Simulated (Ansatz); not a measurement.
`NC(O)(F)CO`, relaxed with RKS PBE0-D4/def2-TZVP in Ansatz 0.2.0 from a PBE-D4/def2-SVP geometry. The force threshold is 0.005 eV/Å; the program also tests the step.

Charge 0, multiplicity 1.

Start:

```xyz
12

N    -0.648    0.815   -1.081
C     0.432    0.141   -0.403
O     0.586   -1.129   -0.943
F     1.580    0.908   -0.608
C     0.258   -0.049    1.111
O    -0.936   -0.758    1.375
H    -1.529    0.490   -0.656
H    -0.584    1.827   -0.911
H     0.332   -1.031   -1.885
H     0.178    0.946    1.594
H     1.168   -0.554    1.513
H    -0.836   -1.605    0.896
```

```
step  energy (eV)  largest force (eV/Å)  largest move (Å)
   1  -10466.4290                 0.792             0.000
   2  -10466.4760                 0.303             0.034
   3  -10466.4846                 0.048             0.030
   4  -10466.4855                 0.031             0.015
   5  -10466.4857                 0.024             0.017
   6  -10466.4858                 0.009             0.004
   7  -10466.4858                 0.007             0.006
   8  -10466.4858                 0.005             0.002
```

End:

```xyz
12

N    -0.644    0.831   -1.073
C     0.417    0.142   -0.404
O     0.578   -1.107   -0.956
F     1.557    0.899   -0.599
C     0.259   -0.052    1.098
O    -0.926   -0.750    1.384
H    -1.531    0.497   -0.711
H    -0.580    1.825   -0.891
H     0.374   -1.021   -1.895
H     0.188    0.926    1.576
H     1.148   -0.565    1.480
H    -0.840   -1.625    0.992
```

Hardware: 4 threads of an Arm Neoverse V2 on a shared host. Wall time 29 s, peak host memory 0.59 GiB.
